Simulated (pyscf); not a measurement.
# Addition across a multiple bond or ene-type step: HN=Nb(Cl)(Cl)–Cl + H₂S → H₂N–Nb(SH)(Cl)(Cl)–Cl

Gas phase, singlet surface, charge 0. Bonds broken: S7–H8. Bonds formed: N1–H8, Nb2–S7. Optimised with ωB97X-D3(BJ)/def2-SVP in PySCF.

Transition state (Å):

```xyz
9

N     -0.2815     1.0682     0.4923
Nb    -1.2262    -0.3395    -0.0661
Cl     0.1299    -2.2083    -0.1225
Cl    -3.0216     0.4345    -1.2797
Cl    -2.4847    -1.0899     1.6898
H      0.1475     1.8276     1.0140
S      0.0012     0.3077    -2.3032
H      0.0742     1.0567    -0.7644
H      1.1303    -0.3933    -2.0837
```

One imaginary mode, 1510i cm⁻¹; descent along it reached the two sides named, in the forms told below.

```tsv
bond	change	reactant side (Å)	saddle	product side
S7–H8	breaks	1.347	1.713	3.6
N1–H8	forms	3.4	1.306	1.020
Nb2–S7	forms	2.7	2.6	2.372
```

Electronic energies relative to the separated reactants (kcal/mol):

| level | barrier | reaction energy | reverse barrier |
|---|---|---|---|
| ωB97X-D3(BJ)/def2-TZVP | 12.4 | -16.4 | 28.9 |
| PBE/def2-TZVP | 12.3 | -12.4 | 24.7 |
| r²SCAN/def2-TZVP | 11.6 | -15.0 | 26.6 |
| B3LYP-D3(BJ)/def2-TZVP | 15.0 | -13.4 | 28.4 |
| PBE0-D3(BJ)/def2-TZVP | 11.5 | -15.0 | 26.6 |
| M06-2X/def2-TZVP | 17.5 | -10.7 | 28.2 |
| ωB97M-D3(BJ)/def2-TZVP | 18.2 | -9.3 | 27.6 |
| HF/def2-TZVP | 36.7 | -0.4 | 37.2 |

With ωB97M-D3(BJ)/def2-TZVP energies and thermal terms (ideal gas, 1 atm, RRHO with modes under 100 cm⁻¹ raised to 100, one conformer, R ln 2 for chiral ones without a mode under 150 cm⁻¹), in kcal/mol:

```tsv
T (K)	ΔH‡	ΔG‡	ΔH	ΔG
298	17.5	28.9	-6.3	+4.3
600	18.0	40.2	-5.4	+14.7
900	18.7	51.2	-4.4	+24.5
1200	19.5	62.0	-3.4	+34.0
```

On the reactant side the descent ends in an adduct with a Nb–S contact, 12.5 kcal/mol under the separated species and 24.9 kcal/mol under the saddle at ωB97X-D3(BJ)/def2-TZVP. What is counted as formed (Nb–S) is already present as a longer contact in the reactant adduct; forming that adduct is a step of its own. At the saddle there is also a short H–Nb contact that neither side keeps. One saddle was located; it need not be the lowest between these sides. Elements past Kr carry the def2 core potentials, without spin-orbit coupling.
